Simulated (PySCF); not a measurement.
Zinc-blende GaP: PBE at its full settings () and at cheaper ones, in a cell of 2 atoms.

| level and setting | equilibrium lattice constant a (Å) | bulk modulus B0 (GPa) |
|---|---|---|
| PBE (PySCF) | 5.520 | 76.7 |
| PBE/6-31G* (2×2×2 k mesh) (PySCF) | (withheld) | 69.3 |
| PBE/GTH-DZVP (2×2×2 k mesh) (PySCF) | 5.679 | 67.4 |
| PBE/GTH-SZV (2×2×2 k mesh) (PySCF) | 5.767 | 64.2 |

Task: Estimate the withheld entries.

Result: 
- PBE/6-31G* (2×2×2 k mesh) (PySCF), equilibrium lattice constant a (Å): 5.665

Largest shifts from the full settings: lattice constant a +4.47 % (PBE/GTH-SZV (2×2×2 k mesh)), against a difference of +1.49 % of the full result from the reference 5.439 Å (measured, static lattice: zero-point anharmonic expansion removed; as tabulated in Mejia-Rodriguez and Trickey (2018), arXiv:1807.09216); bulk modulus -16.3 % (PBE/GTH-SZV (2×2×2 k mesh)), against a difference of -14.4 % of the full result from the reference 89.6 GPa (measured, 0 K value with the zero-point phonon effect removed; as tabulated in Mejia-Rodriguez and Trickey (2018), arXiv:1807.09216).

The full settings aren't shown to be converged themselves.

Run with cheap settings on purpose, which may leave them unconverged: PBE/6-31G* (2×2×2 k mesh), PBE/GTH-DZVP (2×2×2 k mesh), PBE/GTH-SZV (2×2×2 k mesh).
